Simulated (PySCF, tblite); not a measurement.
**H₂Br₂O, a complex of two parts: NMR shifts, interaction energy, infrared bands, spin-spin couplings and core binding energies**

One table from this session's results is given with a row withheld; the runs are named, their logs left out.

Computed with tblite 0.8.0 and PySCF 2.14.0; each step states its level. No surroundings beyond the atoms listed, unless a continuum is named. Atoms count from 0, parts from 1.

### The system as given

5 atoms, charge 0, multiplicity 1; geometry: rigid parts in contact. Parts: 1 = atoms 0–1, `BrBr`, charge 0; 2 = atoms 2–4, `O`, charge 0.

Set-up of the first run:

The job: settings as JSON, then the geometry in Å.

```
{"job": {"kind": "dock", "xc": "GFN2-xTB", "basis": "xTB"}, "charge": 0, "multiplicity": 1, "parts": [{"atoms": "0-1", "charge": 0, "multiplicity": 1}, {"atoms": "2-4", "charge": 0, "multiplicity": 1}]}
Br     1.140702    -0.013009     0.003553
Br    -1.140702     0.013009    -0.003553
O      3.716585    -1.319201    -0.210891
H      4.170827    -2.102484    -0.527384
H      3.645122    -1.398110     0.742399
```

Method: GFN2-xTB search for minima from random contacts, gas phase.

The run is started by

```bash
$ OMP_NUM_THREADS=1 python cluster_run.py task.json out
```

One launch serves the whole session: the jobs run in the order shown.

Steps of the session up to this table: Bringing the parts together with GFN2-xTB; Geometry optimisation at PBE0-D3(BJ)/def2-TZVPD; Shielding tensors: PBE0/pcSseg-2; Coupled-cluster interaction energy: CCSD(T) and MP2.

One of the session's tables, all rows but one given; the rest of the session is left out.

It belongs to the step «Coupled-cluster interaction energy: CCSD(T) and MP2». 

```
                 method  interaction energy (kcal/mol)
         HF/aug-cc-pVDZ                          -0.90
        MP2/aug-cc-pVDZ                          -3.16
       CCSD/aug-cc-pVDZ                          -2.27
    CCSD(T)/aug-cc-pVDZ                          -2.66
         HF/aug-cc-pVQZ                              ?
        MP2/aug-cc-pVQZ                          -3.69
    SCS-MP2/aug-cc-pVQZ                          -2.79
      MP2, extrapolated                          -3.90
CCSD(T), limit estimate                          -3.40
```

Estimate the missing values for HF/aug-cc-pVQZ.

As computed: interaction energy (kcal/mol): -0.29. In the column «interaction energy (kcal/mol)» it is the highest.
